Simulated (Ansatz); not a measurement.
CCSD(T) against full CI for several species

Each species is computed at the geometry given (Å), with frozen cores, in Ansatz 0.2.0: RHF-CCSD(T) for singlets, UHF-CCSD(T) otherwise, and full CI in the same basis. The program picks the determinant by trial CCSD, so it needn't be the lowest Hartree–Fock solution. States: HAlC Σ⁻ or Δ, HNAl A'', AlS Σ⁺ or Δ. Cases whose determinant has another symmetry than full CI's state, or whose (Q) step broke down, weren't drawn.

**Question.** Judging by size, spin and bonding and the diagnostics given, rank them by the size of CCSD(T)'s error in total energy against full CI in the same basis, smallest first (an estimate).
A. HAlC, triplet, cc-pVDZ: Al 0.000 0.000 0.105; C 0.000 0.000 -1.811; H 0.000 0.000 1.706. T1 0.036, (T) -222 meV in a correlation energy of -4.98 eV
B. HNAl, quartet, 6-31G: Al 0.000 -0.036 0.744; N 0.000 0.129 -1.310; H 0.000 -0.818 -1.711. T1 0.031, (T) -63 meV in a correlation energy of -3.20 eV
C. AlS, doublet, cc-pVDZ: Al 0.000 0.000 0.000; S 0.000 0.000 1.832. T1 0.028, (T) -216 meV in a correlation energy of -5.10 eV

**Answer.** B (26.7 meV), C (43.8 meV), A (76.1 meV).

| species | basis | correlated electrons | CCSD(T) − full CI (meV) | CCSDT(Q) − full CI (meV) | unpaired electrons (full CI) | T1 | ⟨S²⟩ of the determinant |
| --- | --- | --- | --- | --- | --- | --- | --- |
| HNAl, quartet | 6-31G | 9 | 26.7 | -0.8 | 3.05 | 0.031 | 3.81 |
| AlS, doublet | cc-pVDZ | 9 | 43.8 | -4.5 | 1.10 | 0.028 | 0.76 |
| HAlC, triplet | cc-pVDZ | 8 | 76.1 | -3.0 | 2.13 | 0.036 | 2.01 |

Unpaired electrons are Σ n²(2−n)² over natural occupations; an open shell counts its own unpaired electrons too. Frozen cores follow each run's orbitals, which moves totals by a few meV.
